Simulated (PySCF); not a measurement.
**Worked example for `[AlH2][Cl]` (AlClH2): proton affinity at atom Cl2**

Optimised structure (Å), atoms numbered from 1:
```
Al   -0.1588    0.0177   -0.2026
Cl    1.9143   -0.1762   -0.5209
H    -0.8442    1.3638   -0.6635
H    -0.9045   -1.1960    0.4781
```

Level of theory: M06-2X/def2-TZVP single points in PySCF, grid level 3; every species was optimised with PBE0-D3(BJ)/def2-SVP. Thermal corrections: PBE0-D3(BJ)/def2-SVP frequencies, unscaled, ideal gas at 298.15 K and 1 bar, quasi-RRHO entropy.

Step: `[AlH2][ClH+]` → `[AlH2][Cl]` + H⁺.

| species | charge | multiplicity | E / Eh |
| --- | --- | --- | --- |
| `[AlH2][ClH+]` | 1 | 1 | -704.116478 |
| `[AlH2][Cl]` | 0 | 1 | -703.862055 |

Thermal terms, products less reactant: Δ(H − E) = -16.73 kJ/mol, Δ(G − E) = -41.82 kJ/mol (the bare proton has no electronic energy, H = 5/2 RT). 1 Eh = 2625.50 kJ/mol.

Q: What are ΔE, ΔH and ΔG of this step?

A: ΔE = 0.254423 Eh = 667.99 kJ/mol; ΔH = 651.3 kJ/mol; ΔG = 626.2 kJ/mol, all in the gas phase at 298.15 K and 1 bar. The digits show the arithmetic; the method itself can be off by 10 kJ/mol or more.

Caveats: protonation of a hydridic H, with loss of H₂, was not considered.
